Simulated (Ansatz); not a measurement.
A nudged elastic band was laid between two geometries of CH2AlSi (5 atoms, charge 0, multiplicity 2).

Method: UKS PBE-D4/def2-SVP (Ansatz).

* movable images: 5
* climbing image: yes
* spring: 5.0 eV/Å²
* optimiser: quadratic models (default)
* start path: through a guess of the saddle point
* force threshold: 0.05 eV/Å
* iteration limit: 60
* end points: relaxed

Initial state:

```xyz
5
Properties=species:S:1:pos:R:3
Al -1.489 -0.185 -0.600
C 0.129 0.137 0.149
Si 1.764 -0.409 0.209
H -3.034 0.019 -0.912
H 2.631 0.438 1.154
```

Final state:

```xyz
5
Properties=species:S:1:pos:R:3
Al -0.869 -0.192 -0.420
C 0.814 0.209 0.414
Si 1.311 -1.188 -0.551
H -2.406 0.195 -0.577
H 1.151 0.976 1.134
```

Problem. What changes between the two ends?

Solution. Bonds broken: Si3–H5. Bonds formed: Al1–Si3, C2–H5.

Problem. Give the energies along the band, and the barrier.

Solution. It converged. The highest image is number 2 of 0 to 6, 0.247 eV above the first end and 1.935 eV above the last; the last end lies 1.687 eV below the first. A vibrational analysis at the climbing image gives one clearly imaginary mode, 641i cm⁻¹: a first-order saddle point.

```tsv
image	path coordinate (Å)	energy (eV)	Si3–H5 (Å)	Al1–Si3 (Å)	C2–H5 (Å)
0	0.00	0.000	1.54	3.36	2.71
1	0.74	0.078	1.54	3.50	2.50
2	1.48	0.247	1.57	3.57	1.97
3	2.16	-0.665	1.83	3.53	1.22
4	2.84	-1.039	2.44	3.27	1.11
5	3.52	-1.463	2.70	2.67	1.10
6	4.20	-1.687	2.75	2.40	1.10
```

Problem. What is the geometry of the highest image?

Solution. 
```xyz
5
Properties=species:S:1:pos:R:3
Al -1.324 -0.208 -0.795
C 0.428 -0.183 -0.189
Si 2.135 -0.335 0.071
H -2.791 0.275 -0.390
H 1.553 0.450 1.304
```

Problem. What are the harmonic wavenumbers there?

Solution. 641i, 120, 219, 338, 402, 483, 1132, 1849, 1876 cm⁻¹.

Time of the run: 4.3 min on 1 thread of Arm Neoverse N1, with other jobs on the host, peak memory 0.12 GiB.
